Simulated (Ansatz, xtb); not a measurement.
A geometry optimisation of C4H7 with r2SCAN-D4/def2-SVP

The starting geometry of this gas-phase doublet was built from a drawn formula by distance geometry and a force field; its bonds are those of `[CH][C@H]([CH2])C`.

| atom | x (Å) | y (Å) | z (Å) |
| --- | --- | --- | --- |
| C | 0.2763 | -1.8994 | 0.4189 |
| C | -0.1975 | -0.5360 | 0.6545 |
| C | 0.0321 | 0.2050 | -0.6474 |
| C | 0.5887 | 0.1438 | 1.7535 |
| H | 0.5929 | -2.9349 | 0.2611 |
| H | -1.2270 | -0.5193 | 0.8662 |
| H | -0.7456 | 0.2114 | -1.4226 |
| H | 0.9547 | 0.6503 | -0.9061 |
| H | 0.4289 | -0.4535 | 2.6914 |
| H | 0.2351 | 1.1403 | 1.9124 |
| H | 1.6755 | 0.1016 | 1.5949 |

**Question.** Predict what becomes of its bonds when it is optimised with r2SCAN-D4/def2-SVP.

**Answer.** It rearranges to `C[C@@H]1[CH]C1`. Contacts that close: C1–C3 (2.37 → 1.47 Å).

The energy falls by 2.86 eV over 14 steps:

```
step  E − E(last) (eV)
   1             2.863
   2             2.524
   4             1.245
   5             0.386
   7             0.045
   8             0.016
  10             0.001
  11             0.000
  13             0.000
  14             0.000
```

Final geometry (Å):

```xyz
11

C     0.4230   -1.5553    0.0078
C    -0.1963   -0.4942    0.8120
C     0.1793   -0.2689   -0.6545
C     0.5733    0.2166    1.9053
H     0.1627   -2.5890   -0.2275
H    -1.2726   -0.6029    1.0207
H    -0.6167   -0.1902   -1.4077
H     1.0335    0.3953   -0.8504
H     0.5109   -0.3367    2.8566
H     0.1786    1.2316    2.0754
H     1.6385    0.3030    1.6392
```

From the same start GFN2-xTB reaches the same bonding as this run.

No frequencies were run, so the end isn't proven a minimum. Open shells are spin-unrestricted. Run with Ansatz 0.2.0, 2.9 min on 2 threads of AMD EPYC (Zen 3) (shared host).
